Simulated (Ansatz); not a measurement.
Ansatz (a first-principles code) input (MP2/cc-pVTZ): A basis named .json is the Basis Set Exchange file of that set (core-valence sets with the plain set on hydrogen).

Ansatz 0.2 input:
```yaml
crystal:
  periodic: [false, false, false]
  atoms:
    - {symbol: C, position_ang: [-0.00000000, 0.00000000, -0.00000000]}
    - {symbol: H, position_ang: [0.62054657, 0.62688914, 0.63896175]}
    - {symbol: H, position_ang: [-0.64285838, -0.62489528, 0.61852983]}
    - {symbol: H, position_ang: [0.63693263, -0.63278043, -0.61664082]}
    - {symbol: H, position_ang: [-0.61462083, 0.63078657, -0.64085076]}
basis:
  gaussian:
    orbitals: cc-pVTZ
    fitting: {mean_field: def2-universal-jkfit, correlation: cc-pVDZ-RIFIT.json}
magnetization: {spin_polarized: false}
correlation: {method: mp2, electrons: outside_noble_gas}
```

Output:

```
Functional definition: HF
integrals: 0.01 GiB planned
147 factors; integrals over basis functions are off by at most 9.2e-1 eV
112 factors; integrals over basis functions are off by at most 8.1e-1 eV
mean field: 0.09 GiB planned
mean field evaluation 1: about -1093.1132 eV, gradient 2.2e1 eV
mean field evaluation 2: about -1094.0982 eV, gradient 8.0e0 eV
mean field evaluation 4: about -1094.2605 eV, gradient 1.9e-1 eV
mean field evaluation 8: about -1094.2608 eV, gradient 8.5e-7 eV
mean field -1094.26076145 eV, -40.2133412667 hartree, gradient 8.5e-7 eV, S^2 0.000000; 0 other end points of the search recorded, 0 dependent functions left out
1 core orbitals not correlated
reference -1094.26076145 eV, -40.2133412667 hartree; 4, 4 occupied and 81, 81 virtual orbitals, 112 factors
second order -5.38247456 eV of doubles, -0.00000000 eV of singles
Total energy: -1099.64323601 eV, -40.4111435586 hartree
```
